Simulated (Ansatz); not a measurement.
**MgHCl (SMILES [MgH][Cl]): functionals against CCSD(T) at one geometry**

An exercise on one series of results from a longer session: the logs are not shown, and one member is left open.

Method: single points in def2-TZVPP; program: Ansatz 0.2.0, Gaussian basis.

Cores are frozen in the correlated methods. The outer core shell of Li, Na, Mg and K is correlated.

## The starting structure

3 atoms, charge 0, spin multiplicity 1.

Atoms are counted from 1 here; the program's logs count them from 0.

Bond lengths: Mg1–Cl2 2.086 Å, Mg1–H3 1.672 Å. Angles: Cl2–Mg1–H3 176.5°.

Geometry (Å):

```
Mg   -0.2203   -0.0254    0.0168
Cl    1.6382   -0.3329    0.9121
H    -1.6708    0.1829   -0.7882
```

Set-up of the first run:

run/in.yaml reads:

```yaml
crystal:
  periodic: [false, false, false]
  atoms:
    - {symbol: Mg, position_ang: [-0.220300, -0.025400, 0.016800]}
    - {symbol: Cl, position_ang: [1.638200, -0.332900, 0.912100]}
    - {symbol: H, position_ang: [-1.670800, 0.182900, -0.788200]}
basis:
  gaussian: {orbitals: def2-TZVPP}
correlation: {method: ccsd_t}
output: {forces: true}
```

No record of the launch command was kept for these runs.

Among the steps run: CCSD(T)/def2-TZVPP; PBE0-D4/def2-TZVPP; wB97M-V/def2-TZVPP; r2SCAN-D4/def2-TZVPP; PBE-D4/def2-TZVPP; BHLYP-D4/def2-TZVPP; SPW92/def2-TZVPP.

One table of the session follows, with a row left open; its other results are not shown here.

```
   method  RMS force component (eV/Å)  angle to CCSD(T) forces (°)  dipole (D)
  CCSD(T)                       0.768                    reference        1.17
  PBE0-D4                       0.695                          2.6        1.19
  wB97M-V                       0.736                          0.8        1.15
r2SCAN-D4                       0.706                          3.1        1.13
   PBE-D4                       0.751                          4.5        1.13
 BHLYP-D4                       0.694                          2.3        1.21
    SPW92                           ?                            ?           ?
```

Q: Estimate the row for SPW92 from the others.

**Answer.** RMS force component (eV/Å): 0.597; angle to CCSD(T) forces (°): 4.7; dipole (D): 1.22. In the column «RMS force component (eV/Å)» it is the lowest.
